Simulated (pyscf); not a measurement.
PySCF, gas phase, ωB97X-D3(BJ)/def2-SVP geometries.

Question: Estimate the classical barrier height and the reaction energy of `[OH][SiH3]` + `[OH][In]([OH])[OH]` → `[OH][In]([OH])[O][SiH3]` + `[OH2]` at ωB97M-D3(BJ)/def2-TZVP. The step runs on the singlet surface, breaks H–O, In–O and forms In–O, H–O; take the separated reactants as zero.

Answer: ΔE‡ = -13.2 kcal/mol, ΔE = -4.2 kcal/mol. Zero-point energy shifts the barrier by -0.5 kcal/mol. It is a four-centre exchange, with an imaginary mode of 776i cm⁻¹. On the reactant side the descent ends in an adduct with a In–O contact, 20.5 kcal/mol under the separated species and 4.4 kcal/mol under the saddle at ωB97X-D3(BJ)/def2-TZVP. On the product side the descent ends in an adduct with a In–O contact, 20.6 kcal/mol under the separated species and 10.3 kcal/mol under the saddle at ωB97X-D3(BJ)/def2-TZVP. At ωB97M-D3(BJ) the saddle lies under the separated reactants, which points to a path from their complex (located at ωB97X-D3(BJ) alone). At ωB97M-D3(BJ) the saddle lies under the separated products, which points to a path from their complex (located at ωB97X-D3(BJ) alone). What is counted as formed (In–O) is already present as a longer contact in the reactant adduct; forming that adduct is a step of its own. What is counted as broken (In–O) persists as a longer contact in the product adduct; parting that adduct is a step of its own. At ωB97X-D3(BJ) the barrier from the zero used here is -16.1 kcal/mol. One saddle was located; it need not be the lowest between these sides. Elements past Kr carry the def2 core potentials, without spin-orbit coupling.
